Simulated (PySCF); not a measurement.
**Property card for oxetane, `C1COC1`**

Compound: oxetane, C3H6O.
Numbering: `[CH2:1]1[CH2:2][O:3][CH2:4]1` (hydrogens: H5, H6 on C1; H7, H8 on C2; H9, H10 on C4)

Among its groups: ether.

PBE0-D3(BJ)/def2-TZVP geometry optimisation, gas phase (PySCF):

- Point group: C2v
- Rotational constants A, B, C: 12.229, 11.900, 6.810 GHz

**CAM-B3LYP/aug-cc-pVTZ ground state and vertical TDDFT (core frozen in the response) (PySCF)**

* Dipole moment: 2.01 D
* HOMO energy: -8.63 eV
* LUMO energy: 0.26 eV
* HOMO–LUMO gap: 8.89 eV
* Lowest singlet excitation: 6.32 eV (196 nm, f = 0.008)
* Strongest line among the 10 lowest singlet transitions: S6 at 7.91 eV (157 nm, f = 0.049)
* Lowest triplet excitation (Tamm–Dancoff): 6.20 eV
* Static isotropic polarisability: 39.8 au
* Electronic spatial extent ⟨r²⟩ about the centre of nuclear charge: 236 bohr²

**B97-2/pcSseg-2 ground state and GIAO shieldings, non-relativistic (PySCF)**

* 13C chemical shifts (computed TMS as zero) by class: 75.8 (C2/C4), 23.4 (C1) ppm
* 1H chemical shifts (computed TMS as zero) by class: 4.76 (H7/H8/H9/H10), 2.56 (H5/H6) ppm
* Isotropic shieldings of nuclei other than C and H, by class: 315 (O3) ppm

Monoisotopic mass from the formula: 58.0419 u.

S1 lies 2.57 eV below the HOMO–LUMO gap; its leading configuration is HOMO→LUMO, weight 0.62. No computed singlet falls in the visible range (750 to 380 nm, 1.65 to 3.26 eV); S1 lies 3.06 eV above its blue end. The rotational constants make it an asymmetric top with κ = (2B − A − C)/(A − C) = 0.88, nearer the oblate limit (+1). In wavenumbers S1 is 51000 cm⁻¹ (1 eV = 8065.54 cm⁻¹). The principal polarisabilities are 36.2, 39.0 and 44.1 au; their mean is the isotropic value. In atomic units the dipole is 0.79 e·bohr (1 au = 2.5417 D).

Geometry: PBE0-D3(BJ)/def2-TZVP; no solvent, vibrations or thermal averaging.

For the NMR shielding job (B97-2/pcSseg-2), the run took 12 s wall on one thread of an Arm Neoverse V2, shared host with 96 logical CPUs at a one-minute load of 45, and the process peaked at 1.0 GiB of memory.
